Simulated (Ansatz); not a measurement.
# C3H9NS: inversion of the pyramid at N5, part 1 of 2

How high is the barrier for the inversion of the pyramid at N5? Relax the two ends, then run a nudged elastic band between them. SMILES of the start: CSC(C)N.

All numbers below are computed with Ansatz 0.2.0 (RKS PBE/def2-mTZVP).

### 1 The system as given

Bond lengths: C1–S2 1.773 Å, S2–C3 1.829 Å, C3–C4 1.616 Å, C3–N5 1.437 Å, C1–H6 1.171 Å, C1–H7 1.063 Å, C1–H8 1.069 Å, C3–H9 1.039 Å, C4–H10 1.051 Å, C4–H11 1.092 Å, C4–H12 1.078 Å, N5–H13 1.069 Å, N5–H14 1.027 Å. Angles (14 of 22 angles, heavy atoms first): C1–S2–C3 99.2°, S2–C3–C4 107.1°, S2–C3–N5 108.9°, C4–C3–N5 108.2°, S2–C1–H6 108.9°, S2–C1–H7 112.5°, S2–C1–H8 109.7°, S2–C3–H9 108.6°, C4–C3–H9 111.4°, N5–C3–H9 112.5°, C3–C4–H10 111.1°, C3–C4–H11 106.1°, C3–C4–H12 106.1°, C3–N5–H13 108.6°.

Structure file:

```xyz
14

C    -1.4034   -0.6769    1.5989
S     0.2706   -0.1819    1.2869
C     0.1817    0.0225   -0.5289
C     1.6543   -0.2902   -1.1152
N    -0.1397    1.3908   -0.8270
H    -2.1230    0.1826    1.2598
H    -1.6724   -1.5569    1.0673
H    -1.5607   -0.7739    2.6520
H    -0.5237   -0.6423   -0.9028
H     2.3726    0.3520   -0.6959
H     1.8542   -1.3397   -0.8884
H     1.5819   -0.1683   -2.1838
H    -1.0483    1.6448   -0.3238
H     0.5429    2.0082   -0.3704
```

### 2 End point A

input.yaml

```yaml
crystal:
  periodic: [false, false, false]
  atoms:
    - { symbol: C, position_ang: [-1.4034, -0.6769, 1.5989] }
    - { symbol: S, position_ang: [0.2706, -0.1819, 1.2869] }
    - { symbol: C, position_ang: [0.1817, 0.0225, -0.5289] }
    - { symbol: C, position_ang: [1.6543, -0.2902, -1.1152] }
    - { symbol: "N", position_ang: [-0.1397, 1.3908, -0.827] }
    - { symbol: H, position_ang: [-2.123, 0.1826, 1.2598] }
    - { symbol: H, position_ang: [-1.6724, -1.5569, 1.0673] }
    - { symbol: H, position_ang: [-1.5607, -0.7739, 2.652] }
    - { symbol: H, position_ang: [-0.5237, -0.6423, -0.9028] }
    - { symbol: H, position_ang: [2.3726, 0.352, -0.6959] }
    - { symbol: H, position_ang: [1.8542, -1.3397, -0.8884] }
    - { symbol: H, position_ang: [1.5819, -0.1683, -2.1838] }
    - { symbol: H, position_ang: [-1.0483, 1.6448, -0.3238] }
    - { symbol: H, position_ang: [0.5429, 2.0082, -0.3704] }
basis:
  gaussian: { orbitals: def2-mTZVP }
hamiltonian:
  xc: pbe
relax:
  f_tol: 0.015
  max_steps: 40
output:
  orbitals: {}
```

Run with:

```sh
ansatz run input.yaml --threads 2 --pin off --max-ram 3072MiB --backend cpu --events-out ev --progress --plain --runs-dir out
```

Log, cut to the lines that bear on the results:

```text
Warning: RAYON_NUM_THREADS=2 ignored (pool sized by the plan → 2); use --threads N
[...]
Functional definition: PBE
[...]
1312 factors; their error is unknown
[...]
mean field -15573.07934261 eV, -572.3001100286 hartree, gradient 5.6e-5 eV, S^2 0.000000; 0 other end points of the search recorded, 0 dependent functions left out
[...]
reference -15573.07938647 eV, -572.3001116405 hartree; 25, 25 occupied and 100, 100 virtual orbitals, 1312 factors
relax step   1: F+E_penalty+E_count = -15573.07934261 eV  Δ(F+E_penalty+E_count) = +0.000e0 eV  max|allowed force component| = 3.719e0 eV/Å  Δτ_max = 0.0000 Å  (31 SCF iters, accepted)
[...]
relax step   3: F+E_penalty+E_count = -15573.66084248 eV  Δ(F+E_penalty+E_count) = -8.739e-2 eV  max|allowed force component| = 3.337e-1 eV/Å  Δτ_max = 0.1237 Å  (30 SCF iters, accepted)
[...]
relax step   5: F+E_penalty+E_count = -15573.66957648 eV  Δ(F+E_penalty+E_count) = -8.734e-3 eV  max|allowed force component| = 2.600e-1 eV/Å  Δτ_max = 0.1000 Å  (30 SCF iters, accepted)
[...]
relax step   7: F+E_penalty+E_count = -15573.68243191 eV  Δ(F+E_penalty+E_count) = -3.413e-3 eV  max|allowed force component| = 9.928e-2 eV/Å  Δτ_max = 0.0938 Å  (30 SCF iters, accepted)
[...]
relax step   9: F+E_penalty+E_count = -15573.68509008 eV  Δ(F+E_penalty+E_count) = -6.153e-4 eV  max|allowed force component| = 3.487e-2 eV/Å  Δτ_max = 0.0365 Å  (31 SCF iters, accepted)
[...]
reference -15573.68527009 eV, -572.3223774530 hartree; 25, 25 occupied and 100, 100 virtual orbitals, 1312 factors
Total energy: -15573.68527009 eV, -572.3223774530 hartree
Atom 0 at    -1.444208    -0.516184     1.655053 Å, force    -0.003165    -0.000172     0.000297 eV/Å
Atom 1 at     0.331636    -0.623070     1.239576 Å, force    -0.002126     0.000085     0.001427 eV/Å
Atom 2 at     0.264661    -0.081557    -0.572227 Å, force     0.001550     0.000316    -0.005608 eV/Å
Atom 3 at     1.680151    -0.233937    -1.112176 Å, force    -0.004656     0.000707     0.002104 eV/Å
Atom 4 at    -0.237662     1.248318    -0.827500 Å, force     0.000875     0.000534     0.002606 eV/Å
Atom 5 at    -1.823160     0.514728     1.596441 Å, force     0.002172    -0.002700     0.000476 eV/Å
Atom 6 at    -2.048826    -1.170835     1.010525 Å, force     0.002986     0.002354     0.002536 eV/Å
Atom 7 at    -1.553570    -0.856851     2.692584 Å, force     0.000489     0.000316    -0.004707 eV/Å
Atom 8 at    -0.406936    -0.797936    -1.070740 Å, force    -0.001235     0.000750     0.002160 eV/Å
Atom 9 at     2.374873     0.441319    -0.588904 Å, force    -0.000037     0.000007    -0.001571 eV/Å
Atom 10 at     2.045345    -1.261655    -0.984505 Å, force     0.001095     0.000933     0.000497 eV/Å
Atom 11 at     1.695527     0.021367    -2.180909 Å, force     0.000827    -0.000818     0.000976 eV/Å
Atom 12 at    -1.207885     1.347109    -0.516641 Å, force     0.000163    -0.002339    -0.000746 eV/Å
Atom 13 at     0.317054     1.939984    -0.311875 Å, force     0.001061     0.000027    -0.000448 eV/Å
Dipole moment:    -0.275884     0.112996    -0.003219 e Å
```

It took 31 s on 2 threads of Arm Neoverse V1, shared host; peak memory 0.17 GiB.

Relaxation path:

```
step  energy from step 1 (eV)  largest force component (eV/Å)
   1                   0.0000                          3.7189
   2                  -0.4941                          1.3371
   3                  -0.5815                          0.3337
  4x                  -0.5656                          0.5299
   5                  -0.5902                          0.2600
   6                  -0.5997                          0.1182
   7                  -0.6031                          0.0993
   8                  -0.6051                          0.0518
   9                  -0.6057                          0.0349
  10                  -0.6059                          0.0056
```

Step 1 is the start. 1 step was tried and not accepted (marked x).

After: Bond lengths: C1–S2 1.827 Å, S2–C3 1.892 Å, C3–C4 1.523 Å, C3–N5 1.444 Å, C1–H6 1.100 Å, C1–H7 1.100 Å, C1–H8 1.097 Å, C3–H9 1.101 Å, C4–H10 1.101 Å, C4–H11 1.098 Å, C4–H12 1.099 Å, N5–H13 1.024 Å, N5–H14 1.026 Å. Angles (14 of 22 angles, heavy atoms first): C1–S2–C3 99.6°, S2–C3–C4 106.1°, S2–C3–N5 116.4°, C4–C3–N5 110.7°, S2–C1–H6 112.2°, S2–C1–H7 111.5°, S2–C1–H8 107.1°, S2–C3–H9 105.6°, C4–C3–H9 110.0°, N5–C3–H9 107.9°, C3–C4–H10 110.9°, C3–C4–H11 111.2°, C3–C4–H12 109.6°, C3–N5–H13 111.4°.

### 3 End point B

The second end starts from a geometry with the move made by hand.

Changes to input.yaml since step 2:

```diff
@@ -15,4 +15,4 @@
     - { symbol: H, position_ang: [1.5819, -0.1683, -2.1838] }
-    - { symbol: H, position_ang: [-1.0483, 1.6448, -0.3238] }
-    - { symbol: H, position_ang: [0.5429, 2.0082, -0.3704] }
+    - { symbol: H, position_ang: [-0.96961, 1.40682, -1.501] }
+    - { symbol: H, position_ang: [0.61142, 1.80097, -1.3955] }
 basis:
@@ -24,3 +24 @@
   max_steps: 40
-output:
-  orbitals: {}
```

Run with:

```sh
ansatz run input.yaml --threads 2 --pin off --max-ram 3072MiB --backend cpu --events-out ev --progress --plain --runs-dir out
```

Log, cut to the lines that bear on the results:

```text
Warning: RAYON_NUM_THREADS=2 ignored (pool sized by the plan → 2); use --threads N
[...]
[... 1 set-up line as earlier in the session ...]
[...]
1312 factors; their error is unknown
[...]
mean field -15572.88577693 eV, -572.2929966209 hartree, gradient 2.4e-5 eV, S^2 0.000000; 0 other end points of the search recorded, 0 dependent functions left out
[...]
reference -15572.88582138 eV, -572.2929982546 hartree; 25, 25 occupied and 100, 100 virtual orbitals, 1312 factors
relax step   1: F+E_penalty+E_count = -15572.88577693 eV  Δ(F+E_penalty+E_count) = +0.000e0 eV  max|allowed force component| = 3.738e0 eV/Å  Δτ_max = 0.0000 Å  (31 SCF iters, accepted)
[...]
relax step   3: F+E_penalty+E_count = -15573.47668575 eV  Δ(F+E_penalty+E_count) = -1.109e-1 eV  max|allowed force component| = 6.305e-1 eV/Å  Δτ_max = 0.1947 Å  (36 SCF iters, accepted)
[...]
Atom 4 at    -0.432798     1.125125    -0.820879 Å, force    -0.010536     0.001157    -0.000750 eV/Å
Atom 5 at    -1.892792     0.397746     1.165986 Å, force     0.001847    -0.000393    -0.000039 eV/Å
Atom 6 at    -1.966507    -1.398339     1.246158 Å, force     0.000190    -0.000526     0.000631 eV/Å
Atom 7 at    -1.520599    -0.456106     2.698976 Å, force    -0.001493     0.000727    -0.000252 eV/Å
Atom 8 at    -0.411711    -0.930455    -1.089811 Å, force    -0.001385    -0.000163    -0.000663 eV/Å
Atom 9 at     2.316417     0.455156    -0.705491 Å, force    -0.000321    -0.000675    -0.000704 eV/Å
Atom 10 at     2.068684    -1.277569    -1.040791 Å, force    -0.000001    -0.000155    -0.000317 eV/Å
Atom 11 at     1.639317    -0.059859    -2.270366 Å, force     0.000156     0.000466    -0.000690 eV/Å
Atom 12 at    -0.621791     1.273823    -1.818607 Å, force     0.000245    -0.001639     0.001497 eV/Å
Atom 13 at     0.188509     1.880577    -0.511081 Å, force     0.003696    -0.003075     0.001475 eV/Å
Dipole moment:    -0.049616     0.107219    -0.383924 e Å
```

It took 34 s on 2 threads of Arm Neoverse V1, shared host; peak memory 0.17 GiB.

Step by step:

```
step  energy from step 1 (eV)  largest force component (eV/Å)
   1                   0.0000                          3.7379
   2                  -0.4800                          1.3462
   3                  -0.5909                          0.6305
   4                  -0.6381                          0.3171
   5                  -0.6840                          0.2031
   6                  -0.7079                          0.2449
   7                  -0.7109                          0.4930
   8                  -0.7151                          0.4140
   9                  -0.7216                          0.1163
  10                  -0.7220                          0.0157
  11                  -0.7220                          0.0105
```

Step 1 is the start.

After: Bond lengths: C1–S2 1.828 Å, S2–C3 1.854 Å, C3–C4 1.529 Å, C3–N5 1.461 Å, C1–H6 1.097 Å, C1–H7 1.099 Å, C1–H8 1.097 Å, C3–H9 1.102 Å, C4–H10 1.101 Å, C4–H11 1.100 Å, C4–H12 1.101 Å, N5–H13 1.026 Å, N5–H14 1.026 Å. Angles (14 of 22 angles, heavy atoms first): C1–S2–C3 99.5°, S2–C3–C4 107.0°, S2–C3–N5 109.8°, C4–C3–N5 115.8°, S2–C1–H6 109.1°, S2–C1–H7 111.5°, S2–C1–H8 107.4°, S2–C3–H9 107.3°, C4–C3–H9 109.5°, N5–C3–H9 107.1°, C3–C4–H10 110.7°, C3–C4–H11 111.8°, C3–C4–H12 109.9°, C3–N5–H13 109.9°.

### 4 The band

crystal.atoms is end A as relaxed above, and neb.final_atoms is end B, turned to lie on A. With 5 inner images the band has 7 in all.

input.yaml

```yaml
crystal:
  periodic: [false, false, false]
  atoms:
    - { symbol: C, position_ang: [-1.444208, -0.516184, 1.655053] }
    - { symbol: S, position_ang: [0.331636, -0.62307, 1.239576] }
    - { symbol: C, position_ang: [0.264661, -0.081557, -0.572227] }
    - { symbol: C, position_ang: [1.680151, -0.233937, -1.112176] }
    - { symbol: "N", position_ang: [-0.237662, 1.248318, -0.8275] }
    - { symbol: H, position_ang: [-1.82316, 0.514728, 1.596441] }
    - { symbol: H, position_ang: [-2.048826, -1.170835, 1.010525] }
    - { symbol: H, position_ang: [-1.55357, -0.856851, 2.692584] }
    - { symbol: H, position_ang: [-0.406936, -0.797936, -1.07074] }
    - { symbol: H, position_ang: [2.374873, 0.441319, -0.588904] }
    - { symbol: H, position_ang: [2.045345, -1.261655, -0.984505] }
    - { symbol: H, position_ang: [1.695527, 0.021367, -2.180909] }
    - { symbol: H, position_ang: [-1.207885, 1.347109, -0.516641] }
    - { symbol: H, position_ang: [0.317054, 1.939984, -0.311875] }
basis:
  gaussian: { orbitals: def2-mTZVP }
hamiltonian:
  xc: pbe
neb:
  order_check: false
  images: 5
  f_tol: 0.05
  max_iterations: 60
  initial_path: idpp
  final_atoms:
    - { symbol: C, position_ang: [-1.44196888, -0.61243601, 1.72847165] }
    - { symbol: S, position_ang: [0.32037272, -0.70704776, 1.25241067] }
    - { symbol: C, position_ang: [0.200293, -0.07956505, -0.48847759] }
    - { symbol: C, position_ang: [1.59607406, -0.19708235, -1.10266943] }
    - { symbol: "N", position_ang: [-0.3851269, 1.25849511, -0.49331977] }
    - { symbol: H, position_ang: [-1.84433042, 0.36151204, 1.42356355] }
    - { symbol: H, position_ang: [-2.02696461, -1.42204297, 1.27072681] }
    - { symbol: H, position_ang: [-1.49277722, -0.70756094, 2.82039658] }
    - { symbol: H, position_ang: [-0.4966438, -0.7412621, -1.02877592] }
    - { symbol: H, position_ang: [2.31936407, 0.41992763, -0.54707043] }
    - { symbol: H, position_ang: [1.95809537, -1.23591028, -1.09826856] }
    - { symbol: H, position_ang: [1.57843199, 0.15647334, -2.14524129] }
    - { symbol: H, position_ang: [-0.58590786, 1.54842539, -1.45712372] }
    - { symbol: H, position_ang: [0.28808848, 1.92887396, -0.10592054] }
```

Run with:

```sh
ansatz run input.yaml --threads 2 --pin off --max-ram 3072MiB --backend cpu --events-out ev --progress --plain --runs-dir out
```

Log, cut to the lines that bear on the results:

```text
Warning: RAYON_NUM_THREADS=2 ignored (pool sized by the plan → 2); use --threads N
[...]
[... 1 set-up line as earlier in the session ...]
[...]
1312 factors; their error is unknown
[...]
mean field -15573.68524585 eV, -572.3223765620 hartree, gradient 3.7e-5 eV, S^2 0.000000; 0 other end points of the search recorded, 0 dependent functions left out
[...]
reference -15573.68529083 eV, -572.3223782150 hartree; 25, 25 occupied and 100, 100 virtual orbitals, 1312 factors
1312 factors; their error is unknown
[...]
mean field -15573.60776516 eV, -572.3195291991 hartree, gradient 4.7e-5 eV, S^2 0.000000; 0 other end points of the search recorded, 0 dependent functions left out
[...]
reference -15573.60781090 eV, -572.3195308800 hartree; 25, 25 occupied and 100, 100 virtual orbitals, 1312 factors
NEB end point (image 0): max|allowed force component| = 5.273e-3 eV/Å (the criterion of neb.relax_end_points is 1.000e-2)
[...]
1312 factors; their error is unknown
[...]
mean field -15573.67618862 eV, -572.3220437149 hartree, gradient 9.6e-6 eV, S^2 0.000000; 0 other end points of the search recorded, 0 dependent functions left out
[...]
reference -15573.67623379 eV, -572.3220453747 hartree; 25, 25 occupied and 100, 100 virtual orbitals, 1312 factors
[...]
1312 factors; their error is unknown
mean field -15573.60333393 eV, -572.3193663544 hartree, gradient 9.4e-6 eV, S^2 0.000000; 0 other end points of the search recorded, 0 dependent functions left out
[...]
reference -15573.60337942 eV, -572.3193680264 hartree; 25, 25 occupied and 100, 100 virtual orbitals, 1312 factors
[...]
1312 factors; their error is unknown
mean field -15573.47715147 eV, -572.3147292345 hartree, gradient 9.3e-6 eV, S^2 0.000000; 0 other end points of the search recorded, 0 dependent functions left out
[...]
reference -15573.47719790 eV, -572.3147309408 hartree; 25, 25 occupied and 100, 100 virtual orbitals, 1312 factors
[...]
1312 factors; their error is unknown
```

### 5 The output, continued: band between the two ends

The log, continued, cut to the lines that bear on the results:

```text
mean field -15573.55491798 eV, -572.3175871012 hartree, gradient 9.8e-6 eV, S^2 0.000000; 0 other end points of the search recorded, 0 dependent functions left out
[...]
reference -15573.55496349 eV, -572.3175887735 hartree; 25, 25 occupied and 100, 100 virtual orbitals, 1312 factors
[...]
1312 factors; their error is unknown
[...]
mean field -15573.59606766 eV, -572.3190993240 hartree, gradient 1.0e-5 eV, S^2 0.000000; 0 other end points of the search recorded, 0 dependent functions left out
[...]
reference -15573.59611313 eV, -572.3191009948 hartree; 25, 25 occupied and 100, 100 virtual orbitals, 1312 factors
NEB iter   4: max|band force component| = 1.702e-1 eV/Å  barrier→ = 0.2081 eV  barrier← = 0.1306 eV  CI = image 3  Δτ_max = 0.0342 Å  (151 SCF iters)
[...]
Atom 5 at    -1.629132     0.414085     1.553941 Å, force    -0.001431    -0.003560     0.000370 eV/Å
Atom 6 at    -2.058808    -1.310003     1.260827 Å, force    -0.000512    -0.000371    -0.001604 eV/Å
Atom 7 at    -1.355332    -0.810793     2.825211 Å, force    -0.000260    -0.003288    -0.000502 eV/Å
Atom 8 at    -0.476774    -0.712783    -1.131759 Å, force    -0.005784     0.001587    -0.002271 eV/Å
Atom 9 at     2.319180     0.466809    -0.596499 Å, force     0.004382     0.001604    -0.001331 eV/Å
Atom 10 at     1.998545    -1.192967    -1.146563 Å, force     0.000681     0.000719     0.000927 eV/Å
Atom 11 at     1.597237     0.193336    -2.204202 Å, force     0.001784     0.000592    -0.000867 eV/Å
Atom 12 at    -1.222188     1.442902    -0.919838 Å, force     0.000174     0.023930     0.003990 eV/Å
Atom 13 at     0.271855     2.015508    -0.256143 Å, force    -0.006415     0.013131    -0.005286 eV/Å
Dipole moment:    -0.285641     0.344365    -0.320438 e Å
this run last wrote the band of iteration 7 to <dir>
```

Run time: 1.9 min. Hardware: 2 threads of Arm Neoverse V1, shared host; peak memory 0.17 GiB.

### 6 The band, image by image

Images 0 and 6 are the ends. Energies count from image 0; the path length is the program's own measure over all atoms.

```
image  path (Å)  energy (eV)  sum of angles at N5 (°)  band force (eV/Å)
    0     0.000       0.0000                    328.7                  -
    1     0.300       0.0079                    330.9              0.018
    2     0.601       0.0878                    347.6              0.026
   3*     0.901       0.2051                    359.3              0.035
    4     1.236       0.1251                    337.7              0.012
    5     1.571       0.0885                    329.5              0.013
    6     1.906       0.0775                    326.8                  -
```

The star marks the climbing image.

image, energy (eV) and a bar:
```
        0      0.000 
        1      0.008 #
        2      0.088 #############
        3      0.205 ##############################
        4      0.125 ##################
        5      0.089 #############
        6      0.077 ###########
```

How the highest energy settled:

```
iteration  highest image above image 0 (eV)  largest band force (eV/Å)
        1                            0.2876                      0.850
        2                            0.2234                      0.282
        3                            0.2152                      0.221
        4                            0.2081                      0.170
        5                            0.2062                      0.087
        6                            0.2054                      0.065
        7                            0.2051                      0.035
```

Positions of all images (Å):

```xyz
14
image=0 dE=0.0000
C    -1.444   -0.516    1.655
S     0.332   -0.623    1.240
C     0.265   -0.082   -0.572
C     1.680   -0.234   -1.112
N    -0.238    1.248   -0.828
H    -1.823    0.515    1.596
H    -2.049   -1.171    1.011
H    -1.554   -0.857    2.693
H    -0.407   -0.798   -1.071
H     2.375    0.441   -0.589
H     2.045   -1.262   -0.985
H     1.696    0.021   -2.181
H    -1.208    1.347   -0.517
H     0.317    1.940   -0.312
14
image=1 dE=0.0079
C    -1.415   -0.543    1.684
S     0.333   -0.709    1.185
C     0.251   -0.081   -0.600
C     1.669   -0.215   -1.138
N    -0.239    1.263   -0.798
H    -1.778    0.484    1.536
H    -2.068   -1.250    1.153
H    -1.463   -0.764    2.758
H    -0.424   -0.765   -1.136
H     2.363    0.427   -0.573
H     2.028   -1.251   -1.063
H     1.693    0.098   -2.191
H    -1.234    1.348   -0.579
H     0.272    1.928   -0.208
14
image=2 dE=0.0878
C    -1.375   -0.593    1.723
S     0.343   -0.828    1.161
C     0.232   -0.079   -0.587
C     1.645   -0.194   -1.147
N    -0.242    1.262   -0.728
H    -1.686    0.446    1.542
H    -2.077   -1.285    1.235
H    -1.397   -0.776    2.805
H    -0.455   -0.730   -1.146
H     2.337    0.442   -0.575
H     2.015   -1.227   -1.105
H     1.646    0.151   -2.190
H    -1.246    1.406   -0.772
H     0.247    1.974   -0.188
14
image=3 dE=0.2051
C    -1.341   -0.630    1.743
S     0.363   -0.900    1.156
C     0.217   -0.078   -0.561
C     1.617   -0.162   -1.164
N    -0.313    1.235   -0.531
H    -1.629    0.414    1.554
H    -2.059   -1.310    1.261
H    -1.355   -0.811    2.825
H    -0.477   -0.713   -1.132
H     2.319    0.467   -0.596
H     1.999   -1.193   -1.147
H     1.597    0.193   -2.204
H    -1.222    1.443   -0.920
H     0.272    2.016   -0.256
14
image=4 dE=0.1251
C    -1.313   -0.669    1.771
S     0.385   -0.909    1.149
C     0.192   -0.077   -0.526
C     1.573   -0.121   -1.180
N    -0.399    1.236   -0.380
H    -1.606    0.373    1.582
H    -2.027   -1.354    1.293
H    -1.304   -0.857    2.852
H    -0.509   -0.700   -1.103
H     2.288    0.500   -0.620
H     1.969   -1.147   -1.202
H     1.525    0.253   -2.214
H    -1.079    1.463   -1.103
H     0.292    1.982   -0.289
14
image=5 dE=0.0885
C    -1.284   -0.699    1.804
S     0.420   -0.840    1.164
C     0.171   -0.072   -0.515
C     1.530   -0.102   -1.214
N    -0.445    1.242   -0.384
H    -1.644    0.321    1.622
H    -1.959   -1.425    1.330
H    -1.249   -0.893    2.883
H    -0.541   -0.712   -1.060
H     2.260    0.516   -0.668
H     1.932   -1.125   -1.275
H     1.442    0.296   -2.237
H    -0.910    1.515   -1.254
H     0.263    1.951   -0.167
14
image=6 dE=0.0775
C    -1.341   -0.706    1.774
S     0.395   -0.753    1.203
C     0.175   -0.056   -0.501
C     1.538   -0.126   -1.191
N    -0.428    1.271   -0.419
H    -1.772    0.273    1.531
H    -1.938   -1.505    1.314
H    -1.333   -0.847    2.862
H    -0.540   -0.706   -1.032
H     2.281    0.479   -0.649
H     1.914   -1.158   -1.249
H     1.461    0.270   -2.216
H    -0.683    1.598   -1.358
H     0.255    1.936   -0.040
```

(Continued in part 2 of 2.)
